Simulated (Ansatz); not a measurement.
The input, for Ansatz 0.2.0:

```yaml
crystal:
  periodic: [false, false, false]
  atoms:
    - {symbol: N, position_ang: [0.000000, 0.000000, 0.055493]}
    - {symbol: C, position_ang: [0.000000, 0.000000, -1.107975]}
    - {symbol: H, position_ang: [0.000000, 0.000000, 1.052482]}
basis:
  gaussian: {orbitals: 6-31G}
correlation: {method: sc_nevpt2, electrons: outside_noble_gas, active_space: {window: {electrons: 10, orbitals: 9}, shells: [{species: C, l: s, shell: 2}, {species: C, l: p, shell: 2}, {species: H, l: s, shell: 1}, {species: "N", l: s, shell: 2}, {species: "N", l: p, shell: 2}]}}
```

```sh
$ ansatz run in.yaml --threads 1 --pin off --events-out ev --progress --plain --max-ram 2393MiB
```

Task: Roughly how long does this take on 1 thread of Arm Neoverse V1, shared host, and how much host memory?

Result: 3 s wall and 0.1 GiB.

```
452 factors; integrals over basis functions are off by at most 1.1e-7 eV
mean field evaluation 1: about -2524.9288 eV, gradient 1.7e1 eV
mean field evaluation 2: about -2524.9376 eV, gradient 1.7e1 eV
mean field evaluation 4: about -2525.5949 eV, gradient 2.9e0 eV
mean field evaluation 8: about -2525.6156 eV, gradient 7.3e-3 eV
mean field -2525.61564919 eV, -92.8146631839 hartree, gradient 1.4e-6 eV, S^2 0.000000; 0 other end points of the search recorded, 0 dependent functions left out
reference -2525.61564919 eV, -92.8146631839 hartree; 7, 7 occupied and 13, 13 virtual orbitals, 452 factors
state -2529.54973693 eV, -92.9592382419 hartree
state -2529.54973693 eV, -92.9592382419 hartree; corrected -2530.78489778 eV, -93.0046295659 hartree
Total energy: -2530.78489778 eV, -93.0046295659 hartree
Checks for a lower state left out: starts, orbital_swaps
```

Natural occupations: 1.9903 1.9804 1.9794 1.9503 1.9503 0.0557 0.0557 0.0220 0.0159.

For the same geometry and basis full CI lies 429.1 meV lower.
